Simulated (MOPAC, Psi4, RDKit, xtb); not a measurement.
Two geometries of SMILES C(=C)/C=C\C#C, relaxed at B3LYP-D3(BJ)/def2-SVP with one dihedral held; other torsions can differ between them too.

Structure A

```
12

C      2.3495     1.5878    -0.6572
C      1.8589     0.5536    -0.2491
C      1.3038    -0.6686     0.2245
C     -0.0196    -0.8937     0.3818
C     -1.0755     0.0568    -0.0057
C     -2.0368    -0.2097    -0.8990
H      2.7795     2.5022    -1.0193
H      2.0128    -1.4620     0.4857
H     -0.3292    -1.8930     0.7082
H     -0.9695     1.0829     0.3687
H     -2.1477    -1.2036    -1.3445
H     -2.7516     0.5573    -1.2081
```

Structure B

```
12

C      2.6411     1.4837    -0.7014
C      2.0278     0.5095    -0.3076
C      1.3717    -0.6581     0.1604
C      0.0352    -0.8503     0.3085
C     -1.0792     0.0537     0.0399
C     -1.0341     1.3151    -0.4276
H      3.1734     2.3482    -1.0504
H      2.0344    -1.4889     0.4281
H     -0.2577    -1.8342     0.6881
H     -2.0650    -0.3741     0.2547
H     -0.0954     1.8161    -0.6666
H     -1.9593     1.8766    -0.5809
```

### Question
Which is lower in energy at the level DF-MP2 (frozen core)/cc-pVTZ // B3LYP-D3(BJ)/def2-SVP (Psi4), and by how much?

### Answer
B is lower, by 2.09 kcal/mol (dihedral C3–C4–C5–C6: 120° in A, 0° in B).

E(B) − E(A) in kcal/mol at the other levels, on the same two geometries: MMFF94 // B3LYP-D3(BJ)/def2-SVP (RDKit) 0.68; PBE0/def2-TZVP // B3LYP-D3(BJ)/def2-SVP (Psi4) -2.18; PBE0-D3(BJ)/def2-TZVP // B3LYP-D3(BJ)/def2-SVP (Psi4) -2.42; PBE/def2-TZVP // B3LYP-D3(BJ)/def2-SVP (Psi4) -2.61; PBE-D3(BJ)/def2-TZVP // B3LYP-D3(BJ)/def2-SVP (Psi4) -2.89; HF/cc-pVTZ // B3LYP-D3(BJ)/def2-SVP (Psi4) -0.29; UFF // B3LYP-D3(BJ)/def2-SVP (RDKit) 2.23; PM3, restricted, heats of formation // B3LYP-D3(BJ)/def2-SVP (MOPAC) 0.24; PM7, restricted, heats of formation // B3LYP-D3(BJ)/def2-SVP (MOPAC) 0.52; GFN1-xTB // B3LYP-D3(BJ)/def2-SVP (xtb) -2.42.
